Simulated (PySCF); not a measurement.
H4Si, SMILES [SiH4] (connectivity only; charge and spin as stated), charge +1, multiplicity 2. Atoms are numbered in the order given.

```xyz
5

Si     0.0000     0.0000     0.0000
H     -1.5315     0.0000     0.0000
H      0.0000    -1.5315     0.0000
H      0.0000     1.5315     0.0000
H      1.5315     0.0000     0.0000
```
Charge +1, spin multiplicity 2.

The structure is a stationary point at ωB97X-D3(BJ)/def2-TZVPD. A frequency run showed that this geometry is not a minimum. The multiplicity is an assumed one; other spin states were not compared. The isomer is the one that the SMILES or the coordinates give; other isomers of the formula were not compared.

Calculation: PySCF with SMD-M06-2X/6-31G*.

Solvation free energies are E(SMD) − E(gas) at the gas-phase geometry, for 1 M in both phases.

Computed solvation free energies in water, benzene, ethylethanoate:
```csv
solvent,ΔG(solv) (kcal/mol),its non-electrostatic (CDS) part
water,-65.8,2.3
benzene,-39.0,-0.3
ethylethanoate,-57.6,0.0
```
